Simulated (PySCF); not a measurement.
TDDFT excited states: C5H10S

C₅H₁₀S.
Bonds: C1–C2, C2–C3, C2–C4, C2–C5, C5–S6 (double). Hydrogens: H7, H8, H9 on C1; H10, H11, H12 on C3; H13, H14, H15 on C4; H16 on C5.

Theory: TDDFT PBE0/def2-SVPD, vertical, gas phase, core orbitals frozen in the response (PySCF 2.14.0, density-fitted response routines). Geometry: GFN2-xTB; no solvent, vibrations or thermal averaging. Torsions of this conformer, `[CH3:1][C:2]([CH3:3])([CH3:4])[CH:5]=[S:6]`: C1–C2–C5–S6 124°.

Predict the UV-vis stick spectrum at this level.

| state | E (eV) | E (hartree) | f | main configurations (H = HOMO, L = LUMO) |
| --- | --- | --- | --- | --- |
| S1 | 2.49 | 0.0914 | 0.0000 | H→L (100%) |
| S2 | 5.85 | 0.2151 | 0.039 | H→L+1 (65%), H-1→L (29%) |
| S3 | 5.96 | 0.2190 | 0.0022 | H-2→L (95%) |
| S4 | 6.02 | 0.2213 | 0.267 | H-1→L (57%), H→L+1 (28%) |
| S5 | 6.47 | 0.2379 | 0.0006 | H-4→L (97%) |
| S6 | 6.50 | 0.2387 | 0.036 | H→L+2 (83%), H→L+3 (8%) |

Triplets (Tamm–Dancoff): T1 1.97 eV, H→L (99%); T2 3.36 eV, H-1→L (95%).

The lowest singlet comes at 498 nm (240 kJ/mol) in the visible; it is dark (f under 0.0005); its leading configuration is HOMO→LUMO (100%). The strongest level in the table is S4 at 6.02 eV (206 nm, f = 0.267). S1 has the pattern of n→π* at C=S. Orbital energies (eV): HOMO-3 -9.86, HOMO-2 -9.49, HOMO-1 -8.52, HOMO -6.40, LUMO -2.09, LUMO+1 0.50, LUMO+2 1.27. The listed states span 4.01 eV, and the widest gap between neighbours is 3.37 eV (S1 to S2). The oscillator strengths of these states sum to 0.345; summed over the whole spectrum of an exact calculation they would give the number of electrons, 56 (Thomas–Reiche–Kuhn). S1 lies in the visible range (380 to 750 nm), at 498 nm, dark in the vertical dipole picture (f under 0.0005); light of that wavelength is blue-green to green, and its complementary colour is red to purple; a Tamm–Dancoff triplet lies at 630 nm, without intensity as long as spin–orbit coupling is left out. Singlets were solved by full linear response, triplets in the Tamm–Dancoff approximation.

Time: 41 s of wall time (with the writing of density and orbital grids); peak memory 0.83 GiB. Hardware: Arm Neoverse V1, one thread, on a shared host.
